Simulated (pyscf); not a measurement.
H₃C–CH₂–NH• → •H₂C–CH₂–NH₂, a hydrogen shift (doublet surface; C–H broken, H–N formed). Single points on ωB97X-D3(BJ)/def2-SVP structures (PySCF, gas phase). Correlated levels are frozen-core, on RHF or UHF. ΔMP2 is the change of the MP2 total energy from the triple- to the quadruple-zeta basis. Energies in kcal/mol from the reactant's lowest minimum found.

AM1 to PM7: differences of heats of formation from MOPAC. Open shells are spin-unrestricted. 

**Question.** In single points PM7 puts the saddle at 45.7 kcal/mol and the reaction energy at -1.2 kcal/mol. Should these be trusted to within a few kcal/mol? Compare with CCSD(T)/def2-TZVPP + ΔMP2(QZVPP).

**Answer.** CCSD(T)/def2-TZVPP + ΔMP2(QZVPP) gives ΔE‡ = 37.1 kcal/mol and ΔE = +1.2 kcal/mol. PM7 lies 8.6 kcal/mol over it in the barrier and 2.4 kcal/mol under it in the reaction energy, so on this step it does not hold to within 3.0 kcal/mol. CCSD(T)/def2-TZVPP + ΔMP2(QZVPP) has limits of its own. The same reactants have a lower exit, to H₂C=NH + CH₃• (barrier +29.6 kcal/mol at ωB97M-D3(BJ), against +37.9 kcal/mol here). H₃C–CH₂–NH• lies 8.9 kcal/mol over its isomer H₃C–CH•–NH₂ (electronic energy, ωB97M-D3(BJ)). •H₂C–CH₂–NH₂ lies 11.2 kcal/mol over its isomer H₃C–CH•–NH₂ (electronic energy, ωB97M-D3(BJ)). One saddle was located; it need not be the lowest between these sides. The CCSD(T) − MP2 part came from Ansatz, without density fitting, on the same reference.
